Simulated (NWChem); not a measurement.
## BH3S (SMILES BS): name the method

The species is BH3S (5 atoms), meant as a singlet with charge 0. SMILES: `BS`. Geometry: relaxed at PBE0-D4/def2-TZVP.

```xyz
5

B    -0.3921   -0.4210    0.0881
S     0.1617    1.2369   -0.1543
H    -1.5629   -0.5564    0.2642
H     0.3671   -1.3376    0.0742
H     1.4761    1.0044   -0.3136
```

Orbital energies are those of the mean-field step.

A calculation with NWChem 7.3.0 gave:

The total energy is -424.6840 Eh and the dipole moment is 0.88 D. The HOMO energy is -9.39 eV. The LUMO energy is -0.08 eV and the HOMO–LUMO gap is 9.31 eV.

Q: Which of these levels gave the numbers?
A. B3LYP/6-31G* (spherical functions)
B. r2SCAN/pcseg-1
C. B2PLYP/aug-cc-pVDZ
D. MP2/STO-3G

A: C. The others give -424.7771 Eh (r2SCAN/pcseg-1), -424.8532 Eh (B3LYP/6-31G* (spherical functions)), -419.3679 Eh (MP2/STO-3G).
